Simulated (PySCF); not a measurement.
How exact exchange moves a shielding

Molecule: `S(=O)=O`, O2S.

Molfile (atoms numbered from 1):
```
O2S
     RDKit          3D

  3  2  0  0  0  0  0  0  0  0999 V2000
   -1.1740    0.4733   -0.0061 O   0  0  0  0  0  0  0  0  0  0  0  0
   -0.1100   -0.5173   -0.0071 S   0  0  0  0  0  4  0  0  0  0  0  0
    1.2677   -0.0532   -0.0067 O   0  0  0  0  0  0  0  0  0  0  0  0
  1  2  2  0
  2  3  2  0
M  END
```

GIAO shieldings (ppm, equivalent atoms averaged) in PySCF 2.14 on the PBE0-D3(BJ)/def2-SVP geometry, basis pcSseg-2, gas phase, non-relativistic:

| functional | exact exchange (%) | σ(S2) |
| --- | --- | --- |
| BLYP | 0 | -301.1 |
| BP86 | 0 | -285.4 |
| PBE | 0 | -281.4 |
| B3LYP | 20 | -340.6 |
| PBE0 | 25 | -329.5 |
| BHandHLYP | 50 | -388.9 |
| HF | 100 | -441.5 |

**Question.** Fit each shielding as a line in the percentage of exact exchange.

**Answer.** σ(S2) = -294.7 − 1.57 x (rms 11.2 ppm). The functionals also differ in their semilocal parts, which the line can't hold; Hartree–Fock has no correlation at all.

**Question.** What does the line predict for mPW1PW91 (25 %), and what does the run give?

**Answer.** σ(S2): -333.9 predicted, -335.8 computed ppm.
